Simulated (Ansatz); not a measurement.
We consider rock-salt TiC, described by PBE-D4 in Ansatz (PAW).

Numerical settings: plane-wave cutoff 520 eV, 22×22×22 k mesh, Fermi–Dirac smearing 0.05 eV, no spin polarisation, scalar-relativistic PAW data made under PBE.

Energies at three volumes about the minimum:

```json
[
 {"V (Å³/atom)": "9.773", "E − E_lowest (meV/atom)": "3.38"},
 {"V (Å³/atom)": "9.972", "E − E_lowest (meV/atom)": "0.00"},
 {"V (Å³/atom)": "10.172", "E − E_lowest (meV/atom)": "3.09"}
]
```

Task: Fit a parabola by hand: where is the minimum, what lattice constant follows, and what is the bulk modulus?

Result: Slopes: (0.00 − 3.38)/(9.972 − 9.773) = -16.985 and (3.09 − 0.00)/(10.172 − 9.972) = 15.450 meV/Å³. Curvature E″ = 2 × (15.450 − (-16.985))/(10.172 − 9.773) = 162.581 meV/Å⁶. From the middle of the first interval, the slope vanishes at V0 = 9.8725 − (-16.985)/162.581 = 9.977 Å³/atom. B = V0 E″ = 9.977 × 162.581 meV/Å³ × 0.1602 GPa per meV/Å³ = 260 GPa. With 8 atoms in the cube, a = (8 × 9.977)^(1/3) = 4.306 Å. The full Birch–Murnaghan fit to all volumes gives V0 = 9.973 Å³/atom and B0 = 259 GPa.

Measured, for comparison: bulk modulus 240 GPa (temperature not stated, not corrected to a static lattice, our sources range from 235 to 268; as tabulated in Krasnenko and Brik (2013), arXiv:1306.3139); lattice constant a 4.33 Å (temperature not stated, not corrected to a static lattice; as tabulated in Zhang et al. (2018), doi:10.1088/1367-2630/aac7f0). Computed (rounded) less measured: bulk modulus not scored (sources differ).

Ansatz is a first-principles code.
